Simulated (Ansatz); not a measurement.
C2H4FNO can be A, `N=C(F)CO`, or B, `N/C(F)=C\O`.

Gas-phase electronic energies from Ansatz, PBE0-D4/def2-TZVP geometries. CCSD(T)/CBS is the MP2 limit (def2-TZVPP, def2-QZVPP) plus CCSD(T) − MP2 in def2-TZVPP, frozen cores. DFT in def2-TZVPP. B3LYP here is the variant with VWN-RPA as its local correlation; programs differ in this. One conformer a species, not always the lowest.

A:

Z-matrix (Å, degrees):
```
C
O 1 1.400
C 1 1.503 2 112.6
H 1 1.094 2 107.6 3 119.1
H 1 1.097 2 113.0 3 -123.3
H 2 0.961 1 108.9 3 80.1
F 3 1.337 1 110.3 2 -175.3
N 3 1.243 1 130.3 2 5.0
H 8 1.018 3 109.0 1 1.3
```

B:

```xyz
9

N     0.834    0.543   -0.733
C     0.414   -0.312    0.281
F     1.369   -1.029    0.926
C    -0.859   -0.445    0.628
O    -1.863    0.234    0.033
H     1.280    0.057   -1.502
H     1.452    1.275   -0.404
H    -1.177   -1.112    1.418
H    -1.449    0.788   -0.646
```

Problem. Which is lower in electronic energy at CCSD(T)/CBS, and by how much? (Best estimate.)

Solution. Ansatz gave: A, by 7.2 kcal/mol.

Problem. Give E(B) − E(A) in kcal/mol with B2PLYP, CCSD/def2-TZVPP, B3LYP-D4, CCSD(T)/def2-TZVPP, MP2/def2-TZVPP, r2SCAN-D4, CCSD(T)/def2-SVP. (An estimate is asked.)

Solution. Computed: B2PLYP 7.2, CCSD/def2-TZVPP 8.3, B3LYP-D4 6.2, CCSD(T)/def2-TZVPP 8.1, MP2/def2-TZVPP 8.1, r2SCAN-D4 6.7, CCSD(T)/def2-SVP 7.2. None reverses the order clearly.

Problem. Does the order hold for the free energy at 298.15 K (harmonic terms from PBE0-D4)? (Estimate.)

Solution. Ansatz gave: Yes: G(B) − G(A) = +7.6 kcal/mol, for one conformer each.

Largest T1 diagnostic: 0.012.

Leaving LDA and LC-ωPBE aside and taking each functional with its dispersion term where it has one, the values, not all of them listed here, spread over 2.6 kcal/mol, from PBE-D4 to ωB97X-V. LDA lies −3.0 kcal/mol from PBE without D4. From BLYP to BHLYP (50 % exact exchange), in def2-TZVPP and without D4, E(B) − E(A) moves by +1.3 kcal/mol.
